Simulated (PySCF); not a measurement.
HSi(OH) + F₂ → SiO + 2 HF

Level: PBE0 in the def2-TZVP basis family, all electrons, no relativity, computed in PySCF with density fitting; open shells unrestricted.

```csv
species,state and structure,E (Eh),ZPE (kJ/mol),H(298 K) − H(0) (kJ/mol),S° (J/(mol K))
HSi(OH),"singlet, Cs, O–H 0.960 Å, Si–H 1.548 Å, Si–O 1.653 Å; H–O–Si 118.9°, H–Si–O 97.8°",-365.73997,54.0,10.8,242.4
F₂,"singlet, D∞h, F–F 1.376 Å",-199.40856,6.6,8.7,201.9
SiO,"singlet, C∞v, Si–O 1.509 Å",-364.55822,7.6,8.7,211.5
HF,"singlet, C∞v, H–F 0.920 Å",-100.39188,24.9,8.7,173.6
```

(1) What is the electronic reaction energy?

(2) Add zero-point, thermal and entropy terms for 298.15 K and 1 bar.

## Answers

(1) At PBE0/def2-TZVP, ΔE = -507.9 kJ/mol from the differences of the total energies times 2625.5, downhill. 

(2) ΔZPE = -3.2 and Δ[H(298) − H(0)] = 6.6 kJ/mol give ΔH° = -504.5 kJ/mol. ΔS° = 114.4 J/(mol K), so ΔG° = -504.5 − 298.15 × (0.1144) = -539 kJ/mol.

Each species is the lowest minimum found with this bonding; other isomers or fragments can lie lower.
